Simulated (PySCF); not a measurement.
AlCl₃.H₂O, optimised at GFN2-xTB:

```xyz
7

O      0.0800     0.9160    -1.4450
Al     0.0140    -0.0529     0.3552
Cl    -0.1020    -2.0010    -0.2996
Cl     1.8344     0.5891     1.0524
Cl    -1.7201     0.8060     1.0388
H      0.8839     1.0208    -1.9647
H     -0.7013     1.1188    -1.9701
```

Energies from PySCF (xtb for GFN2), thermal terms from the rigid-rotor harmonic-oscillator model, ideal gas at 1 bar. 6-31G* has spherical d functions here. All species are closed-shell singlets. B3LYP is the form with VWN-RPA correlation. Adducts (AlCl₃.H₂O) have no counterpoise correction, and HF, PBE, BLYP, B3LYP and PBE0 lack dispersion. AlCl₃.H₂O: computed as isolated molecules; such fragments, hydroxides, amides, oligomers or adducts are transient or little studied in the gas.

### Question
List the harmonic frequencies (cm⁻¹, unscaled) at this level and at the other levels, each on its own geometry.

### Answer
- GFN2-xTB: 63, 92, 116, 126, 128, 184, 217, 283, 343, 371, 551, 571, 1405, 3530, 3533
- B3LYP/6-31G*: 115, 117, 160, 168, 181, 193, 369, 448, 505, 534, 606, 728, 1665, 3660, 3758
- HF/6-31G*: 99, 127, 167, 180, 180, 206, 389, 446, 460, 563, 609, 757, 1801, 3976, 4076
- PBE/def2-SVP: 110, 114, 142, 159, 190, 260, 367, 442, 508, 523, 618, 693, 1543, 3586, 3676
- PBE0/def2-TZVP: 103, 116, 156, 166, 176, 194, 377, 446, 480, 537, 602, 712, 1617, 3767, 3858
